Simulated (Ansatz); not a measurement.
Reactions of C3H6 (`C1CC1`).

Isolated molecules relaxed with PBE0-D4/def2-TZVP in Ansatz; ΔE leaves out vibrations. CCSD(T)/CBS is the MP2 limit (def2-TZVPP, def2-QZVPP) plus CCSD(T) − MP2 in def2-TZVPP, frozen cores. This one scheme is used for every species, atoms too. Open shells (•) are unrestricted, without spin–orbit coupling. Spin–orbit coupling would lower the free atoms: a little for C, F.

(1) Order these by ΔE at CCSD(T)/CBS, lowest first. (An estimate is asked.)
A. `C1CC1` → `[CH]1CC1`• + H•
B. `C1CC1` + F• → `[CH]1CC1`• + H–F
C. `C1CC1` + `[CH3]`• → `[CH]1CC1`• + CH₄
D. `C1CC1` + `[OH]`• → `[CH]1CC1`• + H₂O
E. `C1CC1` → 3 C• + 6 H•

Largest T1 diagnostic: 0.012, for `[CH]1CC1`•.

## Answers

(1) B (-107.6 kJ/mol), D (-41.2 kJ/mol), C (+16.1 kJ/mol), A (+488.4 kJ/mol), E (+3565.1 kJ/mol).
